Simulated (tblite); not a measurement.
C4H6N (doublet state).
Bonds: C1–C2 (double), C2–C3, C3–C4, C4–N5 (double). Hydrogens: H6, H7 on C1; H8 on C2; H9, H10 on C3; H11 on C4.

Computed geometry: GFN2-xTB, gas phase. This method treats the open shell by occupation alone, without spin polarisation.

(1) Give the optimised bond lengths and angles.

## Answers

(1) 
```
         bond  length (Å)
        C1=C2       1.322
        C2–C3       1.490
        C3–C4       1.535
        C4=N5       1.215
        C1–H6       1.076
        C1–H7       1.078
        C2–H8       1.082
C3–H9, C3–H10       1.091
       C4–H11       1.098
```

Bonds in one row agree within 0.01 Å and their mean is given. A selection of angles:
```
    angle  degrees
 C2–C1–H6    121.9
 C2–C1–H7    121.9
 H6–C1–H7    116.3
 C1–C2–C3    123.9
 C1–C2–H8    120.7
 C3–C2–H8    115.4
 C2–C3–C4    109.0
 C2–C3–H9    111.2
 C4–C3–H9    107.8
H9–C3–H10    110.1
 C3–C4–N5    126.4
C3–C4–H11    111.0
N5–C4–H11    122.6
```

Dihedral angles: C1–C2–C3–C4 105° (anticlinal); C2–C3–C4–N5 115° (anticlinal). The mirror-image conformer, all signs reversed, is as good.

The 3 C–C bonds span 1.322 Å (C1=C2, drawn double) to 1.535 Å (C3–C4, drawn single), a spread of 0.213 Å. Of the pairs four or more bonds apart, H7···H10 is among the closest relative to their van der Waals radii: 2.45 Å, 102 % of the sum of Bondi's values. C2 (carbon bonded to 2 C and H) is planar (angles 123.9°, 120.7° and 115.4°, sum 360.0°, 0.01 Å off the plane of its three neighbours). C1 (carbon bonded to C and 2 H) is planar (angles 121.9°, 121.9° and 116.3°, sum 360.0°, 0.01 Å off the plane of its three neighbours). C4 (carbon bonded to C, N and H) is planar (angles 126.4°, 122.6° and 111.0°, sum 360.0°, 0.00 Å off the plane of its three neighbours).

Point group: C1 (no symmetry element, even within 0.4 Å). Its GFN2-xTB frequencies are all real (lowest 61 cm⁻¹).

On one thread of an Arm Neoverse V1, shared host with 32 logical CPUs at a one-minute load of 26, this took 0.19 s wall. This is the geometry optimisation.
